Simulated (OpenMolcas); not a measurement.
# ROCCSD(T)/cc-pCVDZ run of [OF2]+ (SMILES F[O+]F)

Aim: the vertical electron affinity of [OF2]+ at ROCCSD(T)/cc-pCVDZ, from 2 runs. 

Program for the calculation: OpenMolcas 26.06.

## 1. The structure to begin with

[OF2]+ has 3 atoms, charge +1, and is taken as a doublet. As SMILES, `F[O+]F`. The coordinates come from a PBE0-D4/def2-TZVP relaxation.

Bond lengths: F1–O2 1.297 Å, O2–F3 1.297 Å. Angles: F1–O2–F3 108.0°.

## 2. A single-point energy at ROCCSD(T)/cc-pCVDZ

input.xyz reads:

```xyz
3

F      0.920200    -0.309010     0.473410
O      0.000640     0.505210     0.055670
F     -0.920840    -0.196190    -0.529090
```

job.input reads:

```
&GATEWAY
 BasLib=$CurrDir
 Coord=input.xyz
 Basis=cc-pCVDZ
 Group=NoSym

&SEWARD

&SCF
 UHF
 Charge=1
 Spin=2
 PrOrbitals=0

&RASSCF
 FileOrb=$Project.UnaOrb
 Spin=2
 Nactel=1 0 0
 Inactive=12
 Ras2=1
 OutOrbitals=Canonical
 OrbListing=Nothing

&MOTRA
 JobIph
 Frozen=3

&CCSDT
 CCT
 Triples=3
 Iterations=50
 Extrapolation=5 4
```

The basis set cc-pCVDZ is read from a file made from the Basis Set Exchange's data (not shown).

On the command line:

```console
$ export MOLCAS_MEM=1860
$ pymolcas job.input > job.log
```

Output:

```text
--- Start Module: gateway ---
[...]
--- Stop Module: gateway /rc=_RC_ALL_IS_WELL_ ---
[...]
      Basis functions           54
[...]
       Convergence after  21 Iterations
[...]
::    Total SCF energy                               -273.0052136362
[...]
      Total spin, S                                     0.5214697574
[...]
      Number of active orbitals                  1
[...]
      Spin quantum number                      0.5
[...]
      Active orbitals                            1
[...]
      Number of CSFs                             1
[...]
      Number of root(s) required                 1
[...]
      Convergence after  9 iterations
[...]
      printout of CI-coefficients larger than  0.05 for root  1
      energy=    -272.996810
      conf/sym  1     Coeff  Weight
             1  u   1.00000 1.00000
      Natural orbitals and occupation numbers for root  1
      sym 1:   1.000000
      ************************************************************************************************************************
      *                                                    Final results                                                     *
[...]
::    RASSCF root number  1 Total energy:   -272.99681011
[...]
      Total electronic charge=   25.000000
      Total            charge=    1.000000
[...]
      Dipole Moment (debye):
      Origin of the operator (angstrom)=   -0.0000   -0.0281   -0.0031
                   X=  1.1533E-03               Y=  9.1450E-01               Z=  1.0077E-01           Total=  9.2004E-01
      Center of Charge (angstrom)
[...]
--- Start Module: motra ---
[...]
      *** WARNING: Default frozen orbitals is overwritten by user input.
      *** Default values:   3
[...]
--- Stop Module: motra /rc=_RC_ALL_IS_WELL_ ---
--- Start Module: ccsdt ---
[...]
      Convergence after                    19  Iterations
      Total energy (diff) :    -273.59247026      -0.00000001
[...]
 METHOD                       : CCSD+T(CCSD)+<T3(1)WT1>+<T3(1)UT2> = CCSD(T)
[...]
       CCSD     =      -273.5924702644164
[...]
--- Stop Module: ccsdt /rc=_RC_ALL_IS_WELL_ ---
[...]
```

Run time: 9.3 s. Hardware: 1 thread of Arm Neoverse V2, shared host; peak memory 0.38 GiB.

## 3. Singlet neutral OF2

input.xyz is that of step 2.

job.input reads:

```
* F2O CCSD(T)

&GATEWAY
  BasLib=$CurrDir
  Coord=input.xyz
  Basis=cc-pCVDZ
  Group=NoSym

&SEWARD

&SCF
  PrOrbitals=0

&RASSCF
  FileOrb=$Project.ScfOrb
  Spin=1
  Nactel=0 0 0
  Inactive=13
  Ras2=0
  OutOrbitals=Canonical
  OrbListing=Nothing

&MOTRA
  JobIph
  Frozen=3

&CCSDT
  CCT
  Triples=2
  Iterations=50
  Extrapolation=5 4
```

The basis set cc-pCVDZ is read from a file made from the Basis Set Exchange's data (not shown).

On the command line:

```console
$ export MOLCAS_MEM=1860
$ pymolcas job.input > job.log
```

Output:

```text
--- Start Module: gateway ---
[...]
--- Stop Module: gateway /rc=_RC_ALL_IS_WELL_ ---
[...]
      Basis functions           54
[...]
       Convergence after  10 Iterations
[...]
::    Total SCF energy                               -273.4638090659
[...]
      Total spin, S                                     0.0000000000
[...]
      Number of active orbitals                  0
[...]
      Spin quantum number                      0.0
[...]
      Active orbitals                            0
[...]
      Number of CSFs                             1
[...]
      Number of root(s) required                 1
[...]
      Convergence after  4 iterations
[...]
      Natural orbitals and occupation numbers for root  1
      ************************************************************************************************************************
      *                                                    Final results                                                     *
      ************************************************************************************************************************
[...]
::    RASSCF root number  1 Total energy:   -273.46380907
[...]
      Total electronic charge=   26.000000
      Total            charge=   -0.000000
[...]
      Dipole Moment (debye):
      Origin of the operator (angstrom)=   -0.0000   -0.0281   -0.0031
                   X=  2.2030E-04               Y=  1.8768E-01               Z=  2.0673E-02           Total=  1.8882E-01
      Quadrupole Moment (debye*angstrom):
[...]
--- Start Module: motra ---
[...]
      *** WARNING: Default frozen orbitals is overwritten by user input.
      *** Default values:   3
[...]
--- Stop Module: motra /rc=_RC_ALL_IS_WELL_ ---
--- Start Module: ccsdt ---
[...]
      Convergence after                    15  Iterations
      Total energy (diff) :    -274.04527347       0.00000004
[...]
 METHOD                       : CCSD+T(CCSD)+<T3(1)WT1> = CCSD(T)
[...]
       CCSD     =      -274.0452734726478
[...]
--- Stop Module: ccsdt /rc=_RC_ALL_IS_WELL_ ---
[...]
```

Wall time 7.8 s (1 thread of Arm Neoverse V2, shared host); peak memory 0.38 GiB.

## 4. Outcome

At ROCCSD(T)/cc-pCVDZ, 3 core orbitals frozen:

| quantity | value |
| --- | --- |
| doublet [OF2]+: total energy | -273.61139 Eh |
| doublet [OF2]+: (T) correction | -18.92 mEh |
| singlet neutral OF2: total energy | -274.05824 Eh |
| singlet neutral OF2: dipole moment (mean-field density) | 0.19 D |
| singlet neutral OF2: HOMO energy (Hartree–Fock orbitals) | -14.73 eV |
| singlet neutral OF2: LUMO energy (Hartree–Fock orbitals) | 6.36 eV |
| singlet neutral OF2: HOMO–LUMO gap (Hartree–Fock orbitals) | 21.09 eV |
| singlet neutral OF2: correlation energy (3 core orbitals frozen) | -594.4 mEh |
| singlet neutral OF2: (T) correction | -12.96 mEh |
| vertical electron affinity (to the singlet neutral) | 12.159 eV |

**Reading.** At fixed nuclei the extra electron is bound by 12.16 eV (1173 kJ/mol). Mulliken charges (singlet neutral OF2) of the mean-field density run from -0.10 on F1 to +0.21 on O2. The triples (singlet neutral OF2) make up 2.2 % of the correlation energy.
